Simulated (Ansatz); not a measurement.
Basis or method: atomization of GaC

GaC, quartet; coordinates (Å): C 0.000 0.000 0.000; Ga 0.000 0.000 2.002. Quantity: atomization.

Ansatz 0.2.0, basis cc-pVDZ or cc-pVTZ; geometries are PBE0/def2-TZVP minima. Wave-function levels freeze the cores with the filled d shells of p-block atoms; HF, MP2 and coupled cluster are restricted for singlets and unrestricted otherwise, atoms included (their steps beyond CCSDT(Q) come from restricted open-shell runs), restricted open-shell where a d shell is frozen, Kohn–Sham unrestricted where that lies lower. NEVPT2 stands on CASSCF in the full valence space. The reference is CCSDT(Q) or full CI (coupled cluster only where its series has nearly closed). Semilocal and hybrid functionals correlate all electrons outside any core potential and usually lie nearer their basis limit than the reference, so part of their error here is the reference's basis and frozen-core error; RPA and the MP2 part of double hybrids freeze the same cores as the reference. None of these values is a measured one. Energies are electronic, without zero-point terms. No spin–orbit coupling and no scalar relativity. The species are chosen: bound, without strong static correlation by their natural occupations or amplitudes, in their lowest spin state as far as vertical gaps and like structures tell, and with a ladder that closes on the reference, so errors are smaller than for species at large; levels whose determinant breaks symmetry or spin markedly are left out.

```
    level  cc-pVDZ (kcal/mol)  cc-pVTZ (kcal/mol)
reference      64.7 (full CI)     69.7 (CCSDT(Q))
  CCSD(T)                64.0                69.0
    CCSDT                64.6                69.5
   NEVPT2                65.5                69.4
      PBE                79.9                81.2
   r2SCAN                77.4                79.1
    B3LYP                69.8                71.3
  wB97M-V                70.6                72.1
```

From cc-pVDZ to cc-pVTZ the reference moves by 5.0 kcal/mol and PBE by 1.3; the step from CCSD(T) to the reference is 0.7 in the first and 0.7 in the last.
